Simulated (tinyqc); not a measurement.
Worked calculation: G0W0 on RHF in the sto-3g basis, for HF, spin multiplicity 1. Computed by tinyqc, a small Python program that keeps every step (integrals from PySCF). Settings: charge = 0, multiplicity = 1, basis = sto-3g, method = RHF, energy threshold = 1e-10, iteration cap = 65, orthogonalisation = symmetric, start = Wolfsberg-Helmholz matrix, DIIS depth = 6. Command: `OMP_NUM_THREADS=1 python tinyqc.py 25368 25369 out.jsonl` (the two numbers bound the seeds that draw the settings). One thread of a shared host (Intel(R) Xeon(R) Processor @ 2.60GHz), about 0.09 s of CPU time with the checks. The early iterations of the SCF are left out here.

## One-electron integrals

Geometry (angstrom):
```
atom,x,y,z
F,0.000000,0.000000,0.000000
H,0.000000,0.000000,1.036000
```

Basis sto-3g: exponents (1/bohr^2) and contraction coefficients of normalised primitives:
```
element,l (shell),exponent,coefficient
F,s (1),166.679130,0.154329
F,s (1),30.360812,0.535328
F,s (1),8.216821,0.444635
F,s (2),6.464803,-0.099967
F,s (2),1.502281,0.399513
F,s (2),0.488588,0.700115
F,p (3),6.464803,0.155916
F,p (3),1.502281,0.607684
F,p (3),0.488588,0.391957
H,s (1),3.425251,0.154329
H,s (1),0.623914,0.535328
H,s (1),0.168855,0.444635
```

Overlap, kinetic and nuclear-attraction integrals over the contracted functions; the nuclear repulsion is the sum of Za Zb / Rab.

nuclear repulsion = 4.59709932 hartree

overlap S:
```
,1F 1s,1F 2s,1F 2px,1F 2py,1F 2pz,2H 1s
1F 1s,1.000000,0.237990,0.000000,0.000000,0.000000,0.037214
1F 2s,0.237990,1.000000,0.000000,0.000000,0.000000,0.373123
1F 2px,0.000000,0.000000,1.000000,0.000000,0.000000,0.000000
1F 2py,0.000000,0.000000,0.000000,1.000000,0.000000,0.000000
1F 2pz,0.000000,0.000000,0.000000,0.000000,1.000000,0.306403
2H 1s,0.037214,0.373123,0.000000,0.000000,0.306403,1.000000
```

kinetic energy T (hartree):
```
,1F 1s,1F 2s,1F 2px,1F 2py,1F 2pz,2H 1s
1F 1s,36.984577,-0.212858,0.000000,0.000000,0.000000,-0.006039
1F 2s,-0.212858,1.037995,0.000000,0.000000,0.000000,0.073720
1F 2px,0.000000,0.000000,3.248015,0.000000,0.000000,0.000000
1F 2py,0.000000,0.000000,0.000000,3.248015,0.000000,0.000000
1F 2pz,0.000000,0.000000,0.000000,0.000000,3.248015,0.189529
2H 1s,-0.006039,0.073720,0.000000,0.000000,0.189529,0.760032
```

nuclear attraction V (hartree):
```
,1F 1s,1F 2s,1F 2px,1F 2py,1F 2pz,2H 1s
1F 1s,-77.520368,-9.298371,0.000000,0.000000,-0.011797,-1.493497
1F 2s,-9.298371,-12.050411,0.000000,0.000000,-0.144538,-3.371128
1F 2px,0.000000,0.000000,-11.928890,0.000000,0.000000,0.000000
1F 2py,0.000000,0.000000,0.000000,-11.928890,0.000000,0.000000
1F 2pz,-0.011797,-0.144538,0.000000,0.000000,-12.015184,-2.428815
2H 1s,-1.493497,-3.371128,0.000000,0.000000,-2.428815,-5.701079
```

core Hamiltonian H = T + V (hartree):
```
,1F 1s,1F 2s,1F 2px,1F 2py,1F 2pz,2H 1s
1F 1s,-40.535792,-9.511229,0.000000,0.000000,-0.011797,-1.499536
1F 2s,-9.511229,-11.012415,0.000000,0.000000,-0.144538,-3.297408
1F 2px,0.000000,0.000000,-8.680875,0.000000,0.000000,0.000000
1F 2py,0.000000,0.000000,0.000000,-8.680875,0.000000,0.000000
1F 2pz,-0.011797,-0.144538,0.000000,0.000000,-8.767169,-2.239286
2H 1s,-1.499536,-3.297408,0.000000,0.000000,-2.239286,-4.941048
```

## Two-electron integrals

Functions are numbered as in S; the eight-fold symmetry (ij|kl) = (ji|kl) = (kl|ij) leaves the list below.

Two-electron integrals (ij|kl) in chemists' order, unique and non-zero (hartree):
```
i,j,k,l,(ij|kl)
1,1,1,1,5.403501
2,1,1,1,0.841920
2,1,2,1,0.156299
2,2,1,1,1.268028
2,2,2,1,0.292344
2,2,2,2,0.926167
3,1,3,1,0.027998
3,2,3,1,0.043169
3,2,3,2,0.204588
3,3,1,1,1.264502
3,3,2,1,0.292403
3,3,2,2,0.925959
3,3,3,3,0.997514
4,1,4,1,0.027998
4,2,4,1,0.043169
4,2,4,2,0.204588
4,3,4,3,0.053770
4,4,1,1,1.264502
4,4,2,1,0.292403
4,4,2,2,0.925959
4,4,3,3,0.889973
4,4,4,4,0.997514
5,1,5,1,0.027998
5,2,5,1,0.043169
5,2,5,2,0.204588
5,3,5,3,0.053770
5,4,5,4,0.053770
5,5,1,1,1.264502
5,5,2,1,0.292403
5,5,2,2,0.925959
5,5,3,3,0.889973
5,5,4,4,0.889973
5,5,5,5,0.997514
6,1,1,1,0.133525
6,1,2,1,0.024581
6,1,2,2,0.045693
6,1,3,3,0.045623
6,1,4,4,0.045623
6,1,5,1,0.001010
6,1,5,2,0.001894
6,1,5,5,0.045841
6,1,6,1,0.003906
6,2,1,1,0.339896
6,2,2,1,0.079423
6,2,2,2,0.280925
6,2,3,3,0.276804
6,2,4,4,0.276804
6,2,5,1,0.005418
6,2,5,2,0.042360
6,2,5,5,0.288892
6,2,6,1,0.012676
6,2,6,2,0.105095
6,3,3,1,0.008293
6,3,3,2,0.049219
6,3,5,3,0.008908
6,3,6,3,0.015540
6,4,4,1,0.008293
6,4,4,2,0.049219
6,4,5,4,0.008908
6,4,6,4,0.015540
6,5,1,1,0.232053
6,5,2,1,0.054917
6,5,2,2,0.207922
6,5,3,3,0.199044
6,5,4,4,0.199044
6,5,5,1,0.011568
6,5,5,2,0.078929
6,5,5,5,0.225440
6,5,6,1,0.009131
6,5,6,2,0.095393
6,5,6,5,0.101473
6,6,1,1,0.496765
6,6,2,1,0.117983
6,6,2,2,0.481455
6,6,3,3,0.465059
6,6,4,4,0.465059
6,6,5,1,0.010054
6,6,5,2,0.110872
6,6,5,5,0.513702
6,6,6,1,0.018948
6,6,6,2,0.231505
6,6,6,5,0.244215
6,6,6,6,0.774606
```

## Orthogonalisation

S = U s U^T; symmetric (Loewdin) form X = U s^(-1/2) U^T, so that X^T S X = 1.

eigenvalues of S: 0.492607  0.846097  1.000000  1.000000  1.127588  1.533708

X:
```
,1F 1s,1F 2s,1F 2px,1F 2py,1F 2pz,2H 1s
1F 1s,1.023012,-0.130362,0.000000,0.000000,-0.005558,0.019379
1F 2s,-0.130362,1.088523,0.000000,0.000000,0.053243,-0.224654
1F 2px,0.000000,0.000000,1.000000,0.000000,0.000000,0.000000
1F 2py,0.000000,0.000000,0.000000,1.000000,0.000000,0.000000
1F 2pz,-0.005558,0.053243,0.000000,0.000000,1.042721,-0.180937
2H 1s,0.019379,-0.224654,0.000000,0.000000,-0.180937,1.106883
```

## Iteration 7 (converged): orbitals

converged F (hartree):
```
,1F 1s,1F 2s,1F 2px,1F 2py,1F 2pz,2H 1s
1F 1s,-25.901311,-6.623596,0.000000,0.000000,-0.020451,-1.054025
1F 2s,-6.623596,-3.031172,0.000000,0.000000,-0.062738,-0.932421
1F 2px,0.000000,0.000000,-0.462077,0.000000,0.000000,0.000000
1F 2py,0.000000,0.000000,0.000000,-0.462077,0.000000,0.000000
1F 2pz,-0.020451,-0.062738,0.000000,0.000000,-0.294696,-0.522436
2H 1s,-1.054025,-0.932421,0.000000,0.000000,-0.522436,-0.453080
```

Diagonalise F' = X^T F X, C = X C', fill 5 alpha and 5 beta electrons from the bottom; D = 2 C_occ C_occ^T. Each column has its largest component positive (the first on a tie).

F' = X^T F X (hartree):
```
,1,2,3,4,5,6
1,-25.428931,-3.405553,0.000000,0.000000,-0.046059,-0.121329
2,-3.405553,-1.775850,0.000000,0.000000,0.084259,-0.464762
3,0.000000,0.000000,-0.462077,0.000000,0.000000,0.000000
4,0.000000,0.000000,0.000000,-0.462077,0.000000,0.000000
5,-0.046059,0.084259,0.000000,0.000000,-0.134471,-0.517606
6,-0.121329,-0.464762,0.000000,0.000000,-0.517606,-0.046983
```

orbital energies (hartree): MO1 -25.910876, MO2 -1.441050, MO3 -0.548698, MO4 -0.462077, MO5 -0.462077, MO6 0.514389

coefficients C:
```
,MO1,MO2,MO3,MO4,MO5,MO6
1F 1s,0.994831,-0.253450,0.069647,0.000000,0.000000,0.071947
1F 2s,0.021612,0.965563,-0.362636,0.000000,0.000000,-0.436916
1F 2px,0.000000,0.000000,0.000000,0.999931,0.011717,0.000000
1F 2py,0.000000,0.000000,0.000000,-0.011717,0.999931,0.000000
1F 2pz,0.002161,0.057769,0.691665,0.000000,0.000000,-0.800706
2H 1s,-0.004538,0.133871,0.556036,0.000000,0.000000,0.990784
```

D after iteration 7:
```
,1F 1s,1F 2s,1F 2px,1F 2py,1F 2pz,2H 1s
1F 1s,2.117554,-0.496957,0.000000,0.000000,0.071361,0.000564
1F 2s,-0.496957,2.128568,0.000000,0.000000,-0.389992,-0.144951
1F 2px,0.000000,0.000000,2.000000,0.000000,0.000000,0.000000
1F 2py,0.000000,0.000000,0.000000,2.000000,0.000000,0.000000
1F 2pz,0.071361,-0.389992,0.000000,0.000000,0.963483,0.784629
2H 1s,0.000564,-0.144951,0.000000,0.000000,0.784629,0.654237
```

Within a degenerate level the vectors are fixed only up to a rotation; this is one choice.

## Convergence

Stop when the energy changes by less than 1e-10 hartree and every element of the error matrix X^T (F D S - S D F) X is below 3e-06.

Course of the cycle:
```
iteration,E (hartree),change,largest element of the error matrix
1,-98.28074539,-,4.63e-01
2,-98.54771486,-2.67e-01,1.16e-01
3,-98.56547126,-1.78e-02,1.71e-02
4,-98.56563956,-1.68e-04,1.99e-03
5,-98.56564181,-2.25e-06,1.67e-05
6,-98.56564181,-1.64e-10,3.48e-07
7,-98.56564181,-5.68e-14,6.67e-10
```

PySCF RHF in the same basis = -98.56564181 hartree

Converged in 7 iterations.

## Integrals over molecular orbitals

(pq|rs) = sum C_ip C_jq C_kr C_ls (ij|kl), one index at a time.

one-electron integrals over orbitals h = C^T H C (hartree):
```
,1,2,3,4,5,6
1,-40.517942,0.710943,-0.185854,0.000000,0.000000,-0.196249
2,0.710943,-9.134612,0.555938,0.000000,0.000000,1.046449
3,-0.185854,0.555938,-7.323658,0.000000,0.000000,2.009534
4,0.000000,0.000000,0.000000,-8.680875,0.000000,0.000000
5,0.000000,0.000000,0.000000,0.000000,-8.680875,0.000000
6,-0.196249,1.046449,2.009534,0.000000,0.000000,-6.091133
```

Two-electron integrals over orbitals (pq|rs), unique and non-zero (hartree):
```
p,q,r,s,(pq|rs)
1,1,1,1,5.363263
2,1,1,1,-0.511499
2,1,2,1,0.077034
2,2,1,1,1.211993
2,2,2,1,-0.021002
2,2,2,2,0.860085
3,1,1,1,0.139880
3,1,2,1,-0.019740
3,1,2,2,0.010665
3,1,3,1,0.020791
3,2,1,1,-0.140215
3,2,2,1,0.007367
3,2,2,2,-0.032751
3,2,3,1,0.020832
3,2,3,2,0.151674
3,3,1,1,0.960370
3,3,2,1,-0.009955
3,3,2,2,0.734780
3,3,3,1,-0.004108
3,3,3,2,-0.034967
3,3,3,3,0.732450
4,1,4,1,0.029577
4,2,4,1,0.039479
4,2,4,2,0.184167
4,3,4,1,-0.009891
4,3,4,2,-0.037899
4,3,4,3,0.043033
4,4,1,1,1.264014
4,4,2,1,-0.014686
4,4,2,2,0.884243
4,4,3,1,0.004084
4,4,3,2,-0.075832
4,4,3,3,0.727685
4,4,4,4,0.997514
5,1,5,1,0.029577
5,2,5,1,0.039479
5,2,5,2,0.184167
5,3,5,1,-0.009891
5,3,5,2,-0.037899
5,3,5,3,0.043033
5,4,5,4,0.053770
5,5,1,1,1.264014
5,5,2,1,-0.014686
5,5,2,2,0.884243
5,5,3,1,0.004084
5,5,3,2,-0.075832
5,5,3,3,0.727685
5,5,4,4,0.889973
5,5,5,5,0.997514
6,1,1,1,0.145615
6,1,2,1,-0.023513
6,1,2,2,0.001424
6,1,3,1,-0.010008
6,1,3,2,-0.024580
6,1,3,3,0.009809
6,1,4,4,0.004071
6,1,5,5,0.004071
6,1,6,1,0.023538
6,2,1,1,-0.212760
6,2,2,1,0.004987
6,2,2,2,-0.114978
6,2,3,1,-0.020118
6,2,3,2,-0.057822
6,2,3,3,-0.030463
6,2,4,4,-0.112824
6,2,5,5,-0.112824
6,2,6,1,0.017046
6,2,6,2,0.094219
6,3,1,1,-0.380444
6,3,2,1,0.006543
6,3,2,2,-0.191350
6,3,3,1,0.001956
6,3,3,2,0.092652
6,3,3,3,-0.112771
6,3,4,4,-0.214102
6,3,5,5,-0.214102
6,3,6,1,-0.005987
6,3,6,2,0.050597
6,3,6,3,0.196453
6,4,4,1,-0.009413
6,4,4,2,-0.037707
6,4,4,3,-0.017701
6,4,6,4,0.030650
6,5,5,1,-0.009413
6,5,5,2,-0.037707
6,5,5,3,-0.017701
6,5,6,5,0.030650
6,6,1,1,0.871749
6,6,2,1,-0.009095
6,6,2,2,0.667051
6,6,3,1,0.013860
6,6,3,2,0.062343
6,6,3,3,0.665559
6,6,4,4,0.643078
6,6,5,5,0.643078
6,6,6,1,-0.008989
6,6,6,2,-0.063101
6,6,6,3,-0.018432
6,6,6,6,0.702982
```

## Screening: direct RPA

With D = e_a - e_i and K = (ia|jb): diagonalise D^(1/2) (D + 4K) D^(1/2) = Z w^2 Z^T; X + Y = D^(1/2) Z w^(-1/2), each column of Z with its largest component positive (the first on a tie); E_c = (sum w - tr (D + 2K)) / 2.

D^(1/2) (D + 4K) D^(1/2) (hartree^2):
```
,1>6,2>6,3>6,4>6,5>6
1>6,700.782617,0.490122,-0.126925,0.000000,0.000000
2>6,0.490122,4.560697,0.291807,0.000000,0.000000
3>6,-0.126925,0.291807,1.965541,0.000000,0.000000
4>6,0.000000,0.000000,0.000000,1.073202,0.000000
5>6,0.000000,0.000000,0.000000,0.000000,1.073202
```

excitation energies w (hartree): 1.035955  1.035955  1.390355  2.143078  26.472306

X + Y:
```
,1,2,3,4,5
1>6,0.000000,0.000000,0.001125,-0.002386,0.999111
2>6,0.000000,0.000000,-0.130954,0.949378,0.000191
3>6,0.000000,0.000000,0.869076,0.077772,-0.000036
4>6,-0.067378,0.968523,0.000000,0.000000,0.000000
5>6,0.968523,0.067378,0.000000,0.000000,0.000000
```

RPA correlation energy = -0.03504766 hartree

Within a degenerate level the vectors are fixed only up to a rotation; this is one choice.

## G0W0 on Hartree-Fock: HOMO

W(p,q,m) = sqrt2 sum_ia (pq|ia) (X+Y)_ia,m; Sigma_c(x) = sum_(i,m) W^2/(x - e_i + w_m) + sum_(a,m) W^2/(x - e_a - w_m); solve x = e_p + Sigma_c(x) by Newton steps; Z = 1/(1 - dSigma/dx); 1 hartree = 27.211386 eV.

The 12 largest terms at x = e_p (hartree; W for the signs of X + Y given):
```
q,m,W,term
5,3,-0.242243,0.042206
5,4,-0.175043,0.014297
2,1,-0.051647,0.001324
6,1,0.041981,-0.000876
3,1,-0.024246,0.000524
2,2,-0.003593,0.000006
1,1,-0.012893,0.000006
6,2,0.002921,-4.24e-06
3,2,-0.001687,2.53e-06
5,5,0.005733,1.24e-06
1,2,-0.000897,3.04e-08
```

Newton steps (hartree):
```
step,x,Sigma_c(x),Z
0,-0.462077,0.057487,0.962840
1,-0.406726,0.055426,0.965316
2,-0.406654,0.055424,0.965320
3,-0.406654,0.055424,0.965320
```

quasiparticle energy of the HOMO = -11.065611 eV

Hartree-Fock value = -12.573762 eV

## G0W0 on Hartree-Fock: LUMO

As before.

The 12 largest terms at x = e_p (hartree; W for the signs of X + Y given):
```
q,m,W,term
3,3,0.232072,0.021952
2,4,0.132008,0.004252
6,4,-0.086718,-0.003509
3,4,0.089561,0.002502
4,2,0.041981,0.000876
5,1,0.041981,0.000876
2,3,0.044765,0.000599
6,3,-0.010982,-0.000087
1,5,0.033263,0.000021
2,5,0.024108,0.000020
1,4,0.022148,0.000017
6,5,-0.012718,-0.000006
```

Newton steps (hartree):
```
step,x,Sigma_c(x),Z
0,0.514389,0.027528,0.986660
1,0.541550,0.027163,0.986857
2,0.541552,0.027163,0.986857
```

quasiparticle energy of the LUMO = 14.736387 eV

Hartree-Fock value = 13.997244 eV
